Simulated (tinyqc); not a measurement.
Inside a calculation. Method: UHF in the sto-3g basis, for BH, spin multiplicity 3. This run ends on a higher stationary point, not on the lowest solution. Computed by tinyqc, a small Python program that keeps every step (integrals from PySCF). Settings: charge = 0, multiplicity = 3, basis = sto-3g, energy threshold = 1e-10, iteration cap = 88, orthogonalisation = symmetric, start = core, DIIS depth = 8, DIIS from iteration = 2, method = UHF. Command: `OMP_NUM_THREADS=1 python tinyqc.py 28822 28823 out.jsonl` (the two numbers bound the seeds that draw the settings). One thread of a shared host (Intel(R) Xeon(R) Processor @ 2.60GHz), about 0.1 s of CPU time with the checks.

Geometry (angstrom):
```
atom         x         y         z
B     0.000000  0.000000  0.000000
H     0.000000  0.000000  1.077000
```

Stop when the energy changes by less than 1e-10 hartree and every element of the error matrix X^T (F D S - S D F) X (for each spin) is below 3e-06.

Course of the cycle:
```
iteration   E (hartree)     change  largest element of the error matrix
1          -24.12514288          -                             3.19e-01
2          -24.55981130  -4.35e-01                             7.49e-02
3          -24.57985314  -2.00e-02                             2.80e-02
4          -24.58650906  -6.66e-03                             1.92e-02
5          -24.58986073  -3.35e-03                             4.54e-03
6          -24.58998874  -1.28e-04                             4.88e-04
7          -24.58999011  -1.37e-06                             4.81e-06
8          -24.58999011  -3.24e-11                             7.47e-07
```

Can the last value be used, and what does the course show?

No, though the log alone does not show it. Converged in 8 iterations. But the solution lies 0.15696 hartree above the reference: it is another stationary point, not the lowest one. Reruns (cap 100 unless said): damping 0.5: converged in 59 to a higher stationary point; level shift 0.5: converged in 48 to a higher stationary point; atomic densities as start, DIIS 8: converged in 10. PySCF UHF in the same basis, after a stability check = -24.74695436 hartree.
